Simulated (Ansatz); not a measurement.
System: CCl₄, charge 0, singlet. CCl4 (SMILES ClC(Cl)(Cl)Cl).
B3LYP-D3(BJ)/def2-TZVP minimum from Ansatz (a first-principles code):
```xyz
5

C      0.0000     0.0000     0.0000
Cl     1.0327     1.0410     1.0081
Cl    -1.0056    -1.0297     1.0464
Cl    -1.0489     1.0136    -1.0192
Cl     1.0218    -1.0250    -1.0353
```
Charge 0, spin multiplicity 1.

Total energies in cc-pV(D+d)Z, 32 correlated electrons, 21 frozen orbitals. Open shells are spin-unrestricted; no spin-orbit coupling. Correlated methods leave the cores frozen. No relativity.

```tsv
method	program	energy (Eh)	minus CCSDT(Q) (mEh)
HF	Ansatz	-1875.84502	771.93
MP2	Ansatz	-1876.54515	71.80
CCSD	Ansatz	-1876.59078	26.16
CCSD(T)	Ansatz	-1876.61420	2.75
CCSDT(Q)	Ansatz	-1876.61695	0.00
```

Rough core times of Ansatz's runs on a shared machine: CCSD(T) under 20 s, CCSDT(Q) 20 min.
